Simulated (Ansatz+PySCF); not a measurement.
Two shapes of doublet HO₃.

Shape 1:

```xyz
4

H     0.0000    0.5813   -0.9171
O     0.0000   -0.3942   -0.9026
O     0.0000   -0.6261    0.5836
O     0.0000    0.4390    1.2361
```

Shape 2:

```xyz
4

H     0.0000    0.5775   -0.8924
O     0.0000   -0.3981   -0.8779
O     0.0000   -0.6222    0.5589
O     0.0000    0.4429    1.2114
```

Basis set: cc-pVTZ (spherical functions). Correlated methods keep 3 orbitals frozen. Correlation on ROHF uses semicanonical orbitals with singles. Charge 0, multiplicity 2.

Computed with Ansatz (development build ahead of 0.2.0) and PySCF 2.14.0; each method stands on the lowest determinant of its kind that the runs found.

Q: Which shape is lower in energy, and by how much in each method?

A:

| method | E(2) − E(1) (eV) |
| --- | --- |
| ROHF | -0.124 |
| UHF | -0.059 |
| ROHF-MP2 | -0.005 |
| UHF-MP2 | -0.335 |
| ROHF-CCSD(T) | 0.028 |

The methods disagree on the order. Caution for UHF, UHF-MP2: the unrestricted determinant is spin contaminated. Caution for ROHF-MP2, ROHF-CCSD(T): large amplitudes, a single reference is doubtful. Caution for ROHF-MP2, UHF-MP2: forces differ strongly between restricted and unrestricted references. Caution for UHF-MP2: MP2 forces lie far from those of the mean fields.
